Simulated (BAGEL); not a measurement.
# One shape, several levels: CH5AlS (SMILES C[S][AlH2])

Wanted: a comparison of 4 runs (B3LYP/6-31G*, B3LYP/def2-SVPD, PBE0/def2-SVPD, RI-MP2/def2-SVPD) of CH5AlS. 

The calculation is run with BAGEL 1.2.2.

### Step 1. The system as given

CH5AlS: 8 atoms, total charge 0, spin state singlet. SMILES: `C[S][AlH2]`. The shape is that of a PBE0-D4/def2-TZVP optimisation.

Bond lengths: C1–S2 1.822 Å, S2–Al3 2.168 Å, C1–H4 1.089 Å, C1–H5 1.090 Å, C1–H6 1.089 Å, Al3–H7 1.585 Å, Al3–H8 1.580 Å. Angles: C1–S2–Al3 102.5°, S2–C1–H4 108.7°, S2–C1–H5 111.6°, S2–C1–H6 108.7°, S2–Al3–H7 117.5°, S2–Al3–H8 117.5°, H4–C1–H5 109.2°, H4–C1–H6 109.2°, H5–C1–H6 109.2°, H7–Al3–H8 125.0°.

### Step 2. A single-point energy at B3LYP/6-31G(d) (density fitting with qzvpp-jkfit, spherical functions) (run 1)

input.json reads:

```json
{ "bagel": [

{
  "title": "molecule",
  "basis": "6-31gs.json",
  "df_basis": "qzvpp-jkfit",
  "angstrom": true,
  "geometry": [
    { "atom": "C", "xyz": [      -0.724600,       1.053200,      -0.503600 ] },
    { "atom": "S", "xyz": [      -1.089900,      -0.442800,       0.469800 ] },
    { "atom": "Al", "xyz": [       0.859700,      -1.372400,       0.651800 ] },
    { "atom": "H", "xyz": [      -1.303700,       1.020900,      -1.425600 ] },
    { "atom": "H", "xyz": [       0.334900,       1.125300,      -0.747500 ] },
    { "atom": "H", "xyz": [      -1.020100,       1.927600,       0.074700 ] },
    { "atom": "H", "xyz": [       2.088300,      -0.637300,      -0.027600 ] },
    { "atom": "H", "xyz": [       0.947600,      -2.731800,       1.452200 ] }
  ]
},

{ "title": "ks", "xc_func": "b3lyp" },

{ "title": "print", "file": "orbitals.molden", "orbitals": true }

]}
```

The basis set 6-31G* is read from a file made from the Basis Set Exchange's data (not shown).

Started as:

```console
$ BAGEL_NUM_THREADS=1 BAGEL input.json > input.out
```

Output:

```text
* using 1 threads per process

  ===============================================================
  ===============================================================

  *** Geometry ***

  { "atom" : "C", "xyz" : [     -1.369296,      1.990260,     -0.951666 ] },
  { "atom" : "S", "xyz" : [     -2.059613,     -0.836771,      0.887793 ] },
  { "atom" : "Al", "xyz" : [      1.624598,     -2.593460,      1.231723 ] },
[... 4 lines of this table left out ...]
  { "atom" : "H", "xyz" : [      1.790704,     -5.162354,      2.744260 ] },

  Number of auxiliary basis functions:      421

  Since a DF basis is specified, we compute 2- and 3-index integrals:
    o Being stored without compression. Storage requirement is 0.012 GB

  Number of basis functions:       60
  Number of electrons      :       40

    * METHOD: MOLECULE                             0.13

  *** Kohn-Sham DFT ***

    * Removing 13268 points whose weight is below 1.00e-10
    * Grid points: 105980

  === Nuclear Repulsion ===
   134.5723507519

       - DIIS with orbital gradients will be used.

  === KS iteration (b3lyp / 6-31gs.json) ===
      0       -637.91603919          0.13274086           0.21
      1       -576.41782103          0.19428152           0.20
      2       -636.53254409          0.09308317           0.20
[... 19 lines of this table left out ...]
     22       -681.75859058          0.00000000           0.20
    * SCF iteration converged.

    * Permanent dipole moment:
           (   -0.329588,    -0.418161,     0.316369) a.u.

    * METHOD: KS                                   4.94

    * METHOD: PRINT                                0.01

  ===============================================================
```

Run time: 5.4 s. Hardware: 1 thread of Arm Neoverse V2, shared host; peak memory 0.33 GiB.

### Step 3. A single-point energy at B3LYP/def2-SVPD (density fitting with qzvpp-jkfit) (run 2)

dft.json reads:

```json
{ "bagel": [

{
  "title": "molecule",
  "basis": "def2-svpd.json",
  "df_basis": "qzvpp-jkfit",
  "angstrom": "true",
  "geometry": [
    { "atom": "C", "xyz": [   -0.724600,    1.053200,   -0.503600 ] },
    { "atom": "S", "xyz": [   -1.089900,   -0.442800,    0.469800 ] },
    { "atom": "Al", "xyz": [    0.859700,   -1.372400,    0.651800 ] },
    { "atom": "H", "xyz": [   -1.303700,    1.020900,   -1.425600 ] },
    { "atom": "H", "xyz": [    0.334900,    1.125300,   -0.747500 ] },
    { "atom": "H", "xyz": [   -1.020100,    1.927600,    0.074700 ] },
    { "atom": "H", "xyz": [    2.088300,   -0.637300,   -0.027600 ] },
    { "atom": "H", "xyz": [    0.947600,   -2.731800,    1.452200 ] }
  ]
},
{ "title": "ks", "xc_func": "b3lyp" },
{ "title": "print", "file": "orbitals.molden", "orbitals": "true" }

]}
```

The basis set def2-SVPD is read from a file made from the Basis Set Exchange's data (not shown).

Started as:

```console
$ BAGEL_NUM_THREADS=1 BAGEL dft.json > dft.out
```

Output:

```text
* using 1 threads per process

  ===============================================================
  ===============================================================

  *** Geometry ***

  { "atom" : "C", "xyz" : [     -1.369296,      1.990260,     -0.951666 ] },
  { "atom" : "S", "xyz" : [     -2.059613,     -0.836771,      0.887793 ] },
  { "atom" : "Al", "xyz" : [      1.624598,     -2.593460,      1.231723 ] },
[... 4 lines of this table left out ...]
  { "atom" : "H", "xyz" : [      1.790704,     -5.162354,      2.744260 ] },

  Number of auxiliary basis functions:      421

  Since a DF basis is specified, we compute 2- and 3-index integrals:
    o Being stored without compression. Storage requirement is 0.041 GB

  Number of basis functions:      111
  Number of electrons      :       40

    * METHOD: MOLECULE                             0.16

  *** Kohn-Sham DFT ***

    * Removing 13268 points whose weight is below 1.00e-10
    * Grid points: 105980

  === Nuclear Repulsion ===
   134.5723507519

       - DIIS with orbital gradients will be used.

  === KS iteration (b3lyp / def2-svpd.json) ===
      0       -643.55306539          0.10531884           0.37
      1       -568.00116877          0.16017739           0.36
      2       -635.50363537          0.06417544           0.36
[... 19 lines of this table left out ...]
     22       -681.57417595          0.00000000           0.36
    * SCF iteration converged.

    * Permanent dipole moment:
           (   -0.271956,    -0.402507,     0.295790) a.u.

    * METHOD: KS                                   8.82

    * METHOD: PRINT                                0.02

  ===============================================================
```

It took 9.3 s on 1 thread of Arm Neoverse V2, shared host; peak memory 0.53 GiB.

Run 3 isn't shown in full; the table further down has it.

### Step 4. The energy at RI-MP2/def2-SVPD (density fitting with qzvpp-jkfit) (run 4)

mp2.json reads:

```json
{ "bagel": [

{
  "title": "molecule",
  "basis": "def2-svpd.json",
  "df_basis": "qzvpp-jkfit",
  "angstrom": true,
  "geometry": [
    { "atom": "C", "xyz": [   -0.724600,    1.053200,   -0.503600 ] },
    { "atom": "S", "xyz": [   -1.089900,   -0.442800,    0.469800 ] },
    { "atom": "Al", "xyz": [    0.859700,   -1.372400,    0.651800 ] },
    { "atom": "H", "xyz": [   -1.303700,    1.020900,   -1.425600 ] },
    { "atom": "H", "xyz": [    0.334900,    1.125300,   -0.747500 ] },
    { "atom": "H", "xyz": [   -1.020100,    1.927600,    0.074700 ] },
    { "atom": "H", "xyz": [    2.088300,   -0.637300,   -0.027600 ] },
    { "atom": "H", "xyz": [    0.947600,   -2.731800,    1.452200 ] }
  ]
},
{ "title": "hf" },
{ "title": "mp2", "ncore": 11 }

]}
```

The basis set def2-SVPD is read from a file made from the Basis Set Exchange's data (not shown).

Started as:

```console
$ BAGEL_NUM_THREADS=1 BAGEL mp2.json > mp2.out
```

Output:

```text
* using 1 threads per process

  ===============================================================
  ===============================================================

  *** Geometry ***

  { "atom" : "C", "xyz" : [     -1.369296,      1.990260,     -0.951666 ] },
  { "atom" : "S", "xyz" : [     -2.059613,     -0.836771,      0.887793 ] },
  { "atom" : "Al", "xyz" : [      1.624598,     -2.593460,      1.231723 ] },
[... 4 lines of this table left out ...]
  { "atom" : "H", "xyz" : [      1.790704,     -5.162354,      2.744260 ] },

[... 23 lines left out ...]
    * SCF iteration converged.
[... 1 line left out ...]
    * Permanent dipole moment:
[... 2 lines left out ...]
    * METHOD: HF                                   0.85

  *** RHF ***

  === Nuclear Repulsion ===
   134.5723507519

      * DIIS with orbital gradients will be used.

  === RHF iteration (def2-svpd.json) ===
      0       -680.02980773          0.00000000           0.05
    * SCF iteration converged.

    * Permanent dipole moment:
           (   -0.384091,    -0.392301,     0.311416) a.u.

  === DF-MP2 calculation ===

    * freezing 11 orbitals
    * 3-index integral transformation done
    * assembly done

      MP2 correlation energy:   -0.3636910922      0.03

      MP2 total energy:       -680.3934988216

    * METHOD: MP2                                  0.15

  ===============================================================
```

Wall time 1.3 s (1 thread of Arm Neoverse V2, shared host); peak memory 0.13 GiB.

### Step 5. Overview of the runs

| run | level | frozen core orbitals | energy (Eh) | dipole moment (D) | HOMO energy (eV) | LUMO energy (eV) | wall time |
| --- | --- | --- | --- | --- | --- | --- | --- |
| 1 | B3LYP/6-31G* (density fitting with qzvpp-jkfit, spherical functions) | – | -681.758591 | 1.57 | -6.88 | -1.42 | 5.4 s |
| 2 | B3LYP/def2-SVPD (density fitting with qzvpp-jkfit) | – | -681.574176 | 1.45 | -7.03 | -1.49 | 9.3 s |
| 3 | PBE0/def2-SVPD (density fitting with qzvpp-jkfit) | – | -681.224585 | 1.49 | -7.26 | -1.30 | 9 s |
| 4 | RI-MP2/def2-SVPD (density fitting with qzvpp-jkfit) | 11 | -680.393499 | – | – | – | 1.3 s |

### Step 6. What came out

| quantity | value |
| --- | --- |
| run 4: total energy | -680.39350 Eh |
| run 4: correlation energy (11 core orbitals frozen) | -363.7 mEh |

Over runs 1, 2, 3 the dipole moment (its size) runs from 1.45 D (B3LYP/def2-SVPD) to 1.57 D (B3LYP/6-31G*). Over runs 1, 2, 3 the HOMO–LUMO gap runs from 5.46 eV (B3LYP/6-31G*) to 5.97 eV (PBE0/def2-SVPD). The two ends differ in method and basis. Totals of different functionals can't be ranked against each other. All runs together took 25 s, the longest 9.3 s.
